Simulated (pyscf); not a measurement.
Thermochemistry of product channels of cyclic C₃H₂O (SMILES O=c1cc1) + H atom (H•) on the doublet surface, in kJ/mol, from ωB97M-D3(BJ)/def2-TZVP energies (ideal gas, 1 atm, RRHO with modes under 100 cm⁻¹ raised to 100, one conformer, R ln 2 for chiral ones without a mode under 150 cm⁻¹). Structures and frequencies: ωB97X-D3(BJ)/def2-SVP in PySCF.

```json
[
 {"products": "cyclic C₃HO (SMILES O=c1[c]c1) [doublet] + hydrogen (H₂)", "ΔE": "-20.7", "ΔH(298 K)": "-25.1", "ΔG(298 K)": "-32.8", "ΔG(600 K)": "[?]"},
 {"products": "O atom (O) [triplet] + cyclic C₃H₃ (SMILES [C]1=CC1) [doublet]", "ΔE": "+390.4", "ΔH(298 K)": "+403.6", "ΔG(298 K)": "+393.6", "ΔG(600 K)": "[?]"}
]
```

Q: Complete the blanks.

A: 
- cyclic C₃HO (SMILES O=c1[c]c1) [doublet] + hydrogen (H₂), ΔG(600 K): -41.1
- O atom (O) [triplet] + cyclic C₃H₃ (SMILES [C]1=CC1) [doublet], ΔG(600 K): +384.3

These are energies of the channels, which say nothing of barriers. cyclic C₃H₃ (SMILES [C]1=CC1) [doublet] lies 168.1 kJ/mol over its isomer HC≡C–CH₂• (electronic energy, ωB97M-D3(BJ)). Left out: orbital degeneracy and the spin-orbit lowering of O.
